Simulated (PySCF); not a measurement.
C3H4F2.
Structure used (PBE0-D3(BJ)/def2-SVP), in Å, numbered top down from 1:
```
atom  x, y, z in Å
F1    -0.7585   -1.1321    1.3234
C2    -0.5507   -0.6412    0.0826
C3     0.8342   -0.1861   -0.2565
C4    -0.2564    0.8164   -0.0354
F5    -0.2215    1.5347    1.1077
H6    -1.1707   -1.1340   -0.6745
H7     1.5522   -0.2636    0.5649
H8     1.2391   -0.3481   -1.2587
H9    -0.6614    1.3862   -0.8789
```

The closed-shell ground state was solved at several levels (PySCF, density fitting, gas phase, non-relativistic).

```csv
level,basis functions,total energy (Eh),HOMO (eV),LUMO (eV),gap (eV),dipole (D)
CAM-B3LYP/def2-SVPD,138,-316.0286,-9.84,1.22,11.06,2.97
HF/pcSseg-2,236,-314.8698,-11.85,2.56,14.41,3.16
B3LYP/pcJ-1,175,-316.3606,-7.95,0.83,8.78,2.77
```

Question: Estimate the row for PBE0/pcSseg-1, a basis of 105 functions; the other rows only guide the guess.

Answer: Total energy -315.9973 Eh, HOMO -8.20 eV, LUMO 1.12 eV, gap 9.32 eV, dipole 2.78 D.

Question: Over all these levels, which gives the widest orbital gap and which the narrowest?

Answer: HF/pcSseg-2 (Hartree–Fock, all exact exchange) has the widest, 14.41 eV, and B3LYP/pcJ-1 (global hybrid, 20 % exact exchange) the narrowest, 8.78 eV. Functional and basis both differ between the two, so the spread mixes both effects. The HOMO need not be the same orbital at Hartree–Fock and at DFT levels.

Question: How far do the dipole and the HOMO energy spread over the levels?

Answer: The dipole runs from 2.77 to 3.16 D (mean 2.92 D) and the HOMO from -11.85 to -7.95 eV.
